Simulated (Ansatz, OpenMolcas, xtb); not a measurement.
**BNH3Cl (SMILES NBCl): methods side by side**

The species is BNH3Cl (6 atoms), meant as a singlet with charge 0. SMILES: `NBCl`. The coordinates come from a PBE0-D4/def2-TZVP relaxation.

Each level gives the HOMO–LUMO gap (eV). The values are calculated.

```tsv
level	kind	program	value (eV)	CPU time
GFN0-xTB	semi-empirical	xtb	6.19	under 2 s
HF/aug-cc-pVDZ	Hartree–Fock	Ansatz	12.61	5.9 s
SVWN5/aug-cc-pVDZ	LDA	OpenMolcas	6.13	26 s
BLYP/aug-cc-pVDZ	GGA	OpenMolcas	6.17	35 s
M06-L/aug-cc-pVDZ	meta-GGA	OpenMolcas	6.91	54 s
B3LYP/aug-cc-pVDZ	global hybrid	OpenMolcas	7.73	39 s
B2PLYP/aug-cc-pVDZ	double hybrid	OpenMolcas	9.83	27 s
```

The values span 6.13 to 12.61 eV. Orbital gaps aren't excitation energies, and those of double hybrids come from the SCF part alone; they tend to grow with the share of exact exchange. CPU times are rough (shared hosts, several kinds of processor): they show what a rung costs within a factor of a few.
